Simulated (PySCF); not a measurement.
Method: B3LYP-D3(BJ)/def2-TZVP run with PySCF. All species are isolated molecules in the gas phase. B3LYP has the VWN-RPA correlation part, as in Gaussian. Delta-SCF ions had no search for a lower state. 

Reference species (SMILES): `N[Si](N)(F)F` (neutral, multiplicity 1).

- vertical ionisation energy (Delta-SCF): 10.36 eV
- HOMO: -7.85 eV

Changed species: `F[Si](F)(F)F` (0 of 4 F replaced by NH2; the reference has 2 of 4 F replaced by NH2).

Question: What does the change do to the vertical ionisation energy (Delta-SCF) and HOMO?

Answer: the vertical ionisation energy (Delta-SCF) rises by 4.95 eV, to 15.31 eV; the HOMO decreases by 4.60 eV, to -12.45 eV.
